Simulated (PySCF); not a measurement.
A PySCF script (with the pyscf-properties extension) for the NMR shieldings of phosphorous acid, H₃O₃P, on a PBE0-D3(BJ)/def2-SVP geometry:

```python
import basis_set_exchange as bse
import numpy as np
from pyscf import gto, dft
from pyscf.prop import nmr

atoms = """
O     1.135945   -0.820989   -0.493938
P     0.093002    0.013349    0.462443
O     0.011270    1.382605   -0.445226
O    -1.292964   -0.703038   -0.055437
H     2.045560   -0.668509   -0.210582
H    -0.355515    2.106001    0.076843
H    -1.595308   -1.344933    0.597414
"""
names = dict.fromkeys(["O", "P", "H"], "pcSseg-1")
basis = {el: gto.basis.parse(bse.get_basis(n, elements=[el], fmt="nwchem")) for el, n in names.items()}
mol = gto.M(atom=atoms, basis=basis, charge=0, verbose=0)
mf = dft.RKS(mol, xc="PBE0")
mf.grids.level = 2
mf.grids.alignment = dft.numint.BLKSIZE   # the property module wants whole blocks of grid points
mf.conv_tol = 1e-9
mf.kernel()

calc = nmr.RKS(mf)   # GIAO
C = mf.mo_coeff
Co = C[:, mf.mo_occ > 0]
resp = mf.gen_response(singlet=True, hermi=2)
def vind(x):   # induced exchange potential for any number of trial vectors
    d = np.einsum("pi,xij,qj->xpq", C, 2 * x.reshape(-1, C.shape[1], Co.shape[1]), Co, optimize=True)
    return np.einsum("xpq,pi,qj->xij", resp(d - d.transpose(0, 2, 1)), C, Co, optimize=True).ravel()
mo1, _ = nmr.rhf.solve_mo1(calc, with_cphf=vind)
sigma = calc.kernel(mo1)
for i, s in enumerate(sigma):   # ppm
    print("%2d %-2s %9.2f" % (i, mol.atom_pure_symbol(i), np.trace(s) / 3))
```

Problem. Give the expected output.

Solution. 
```
 0 O     196.20
 1 P     151.13
 2 O     191.29
 3 O     192.66
 4 H      28.86
 5 H      28.73
 6 H      28.58
```

These numbers come from an equivalent density-fitted implementation of the same equations, which agrees with the script to about 0.01 ppm for H and up to a few tenths of a ppm for heavy atoms, so last digits may differ.

Problem. Turn these shieldings into chemical shifts. Referencing at the same level of theory: 17O (σ = 334.56 ppm) vs H2O; H3PO4 for 31P (σ = 310.13 ppm); 1H (σ = 31.27 ppm) vs TMS.

Solution. Averaging equivalent atoms: O 0/2/3: 141.2; P 1: 159.0; H 4/5/6: 2.54 ppm. Experimental scales use liquid or dissolved standards, which lie at an offset from isolated H2O (liquid H2O: subtract about 36 ppm) and H3PO4.

Size and cost of the density-fitted run: 90 basis functions, 3 s wall time on 1 thread of an Intel Xeon 6975P-C, shared host; peak memory 0.42 GiB.
